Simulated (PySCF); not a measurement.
**Level sweep**

C₃H₄F₂S.
Z-matrix (Å and degrees, PBE0-D3(BJ)/def2-SVP geometry), rows numbered from 1:
```
F 
C   1  1.3478
F   2  1.3492  1  107.14
C   2  1.5271  1  113.73  3  -124.05
S   4  1.8357  2   90.88  1  -129.69
C   2  1.5268  1  113.64  3   124.01
H   4  1.0989  2  112.48  1   -13.94
H   4  1.0985  2  113.55  1   112.62
H   6  1.0989  2  112.42  1    14.02
H   6  1.0984  2  113.55  1  -112.51
```

PySCF, dipoles from the SCF density, polarisabilities from static response with core orbitals frozen. Geometry: PBE0-D3(BJ)/def2-SVP, one conformer, isolated molecule.

The anisotropy is √(½[(α1 − α2)² + (α2 − α3)² + (α3 − α1)²]).

```csv
level,μ (D),α (Å³),anisotropy (Å³)
LDA/def2-SVPD,0.660,8.59,1.70
PBE/def2-SVPD,0.609,8.56,1.71
B3LYP/def2-SVPD,0.724,8.31,1.64
PBE0/def2-SVPD,0.668,8.21,1.62
BHandHLYP/def2-SVPD,0.790,8.01,1.58
CAM-B3LYP/def2-SVPD,0.757,8.18,1.58
wB97X-D/def2-SVPD,0.666,8.14,1.58
LC-wPBE/def2-SVPD,0.689,7.99,1.52
HF/def2-SVPD,0.778,7.75,1.52
PBE0/6-31G*,0.417,6.65,1.65
PBE0/def2-SVP,0.532,6.51,1.69
PBE0/6-31+G*,0.667,7.62,1.43
PBE0/aug-cc-pVDZ,0.627,8.30,1.72
PBE0/def2-TZVP,0.614,7.69,1.88
PBE0/def2-TZVPD,0.648,8.37,1.69
```

The dipole runs from 0.42 D (PBE0/6-31G*) to 0.79 D (BHandHLYP/def2-SVPD). No reference polarisability is at hand; against PBE0 in the largest diffuse basis at hand (def2-TZVPD) the other PBE0 rows deviate by 6-31G* -21%, def2-SVP -22%, 6-31+G* -9%, def2-SVPD -2%, aug-cc-pVDZ -1%, def2-TZVP -8%. In one basis (def2-SVPD) the functionals order the polarisability from HF (lowest) to LDA (highest), a spread of 11%. With PBE0 the polarisability is 6.95 Å³ without diffuse functions (mean of 6-31G*, def2-SVP and def2-TZVP) and 8.12 Å³ with them (mean of 6-31+G*, def2-SVPD, aug-cc-pVDZ and def2-TZVPD).
